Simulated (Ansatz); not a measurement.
# MgSi (singlet): from Hartree-Fock to the top rungs at distance Si1–Mg2 = 2.242 Å, cc-pVDZ

The task here is to estimate one member of a computed series from the others.

The runs use Ansatz 0.2.0, Gaussian basis; cc-pVDZ, core rule «outside noble gas», up to 10 orbitals frozen.

To be run: UHF; CCSD(T) on RHF; CCSD(T) on UHF; BCCD(T) on RHF; CISD; CCSDT(Q) on RHF; CCSDT(Q) on UHF; CCSDTQ on RHF; CASSCF and MRCISD+Q, 2 electrons in 2 orbitals; CASSCF and NEVPT2, 2 electrons in 2 orbitals; Full CI.

40 further runs of the same task are left out: 24 for a known fault of the program, 11 that didn't finish, 5 set aside as unsound or not needed.

## The geometry

The geometry derives from a PBE0/def2-TZVP stationary point (not a proven minimum). One bond is set to the value named and the two fragments are kept rigid.

2 atoms, charge 0, spin multiplicity 1.

Atoms are counted from 1 here; the program's logs count them from 0.

Bond lengths: Si1–Mg2 2.242 Å.

Set-up of the first run:

Input file in.yaml:

```yaml
crystal:
  periodic: [false, false, false]
  atoms:
    - {symbol: Si, position_ang: [0.000000, 0.000000, 0.000000]}
    - {symbol: Mg, position_ang: [0.000000, 0.000000, 2.242000]}
basis:
  gaussian: {orbitals: cc-pVDZ}
magnetization: {spin_polarized: true, initial_magnetization: 0}
hamiltonian: {xc: hf}
output: {orbitals: {seedname: orbitals}}
```

Run with:

```sh
ansatz run in.yaml --threads 1 --pin off --events-out ev --progress --plain --max-ram 2393MiB
```

Steps of the session up to this table: UHF; CCSD(T) on RHF; CCSD(T) on UHF; BCCD(T) on RHF; CISD; CCSDT(Q) on RHF; CCSDT(Q) on UHF; CCSDTQ on RHF; CASSCF and MRCISD+Q, 2 electrons in 2 orbitals; CASSCF and NEVPT2, 2 electrons in 2 orbitals; Full CI.

One table of the session follows, with a row left open; its other results are not shown here.

It belongs to the step «Misses and costs». 

| method | from FCI (meV) |
| --- | --- |
| RHF | ? |
| RMP2 | +1190.5 |
| CISD | +692.8 |
| RCCSD | +427.3 |
| RCCSD(T) | +212.8 |
| BCCD(T) | +216.3 |
| RCCSDT | +78.6 |
| RCCSDT(Q) | +3.4 |
| RCCSDTQ | +2.7 |
| FCI | 0 |

Q: Estimate the row for RHF from the others.

The run gave: from FCI (meV): +4024.7. In the column «from FCI (meV)» it is the highest.

Left out of the table: CASSCF pair, NEVPT2 pair, MRCISD pair, MRCISD+Q pair (the active space lost an orbital or holds another state than full CI finds).

Caveats from the session: The report flags that the cluster equations may have other roots. Left out of the table: UHF, UMP2, UCCSD, UCCSD(T), UCCSDT, UCCSDT(Q) (another determinant or state than the rows shown). The program flags RCCSDT(Q), RCCSDTQ as in doubt, so those rows may rest on another solution; read them beside their warnings.
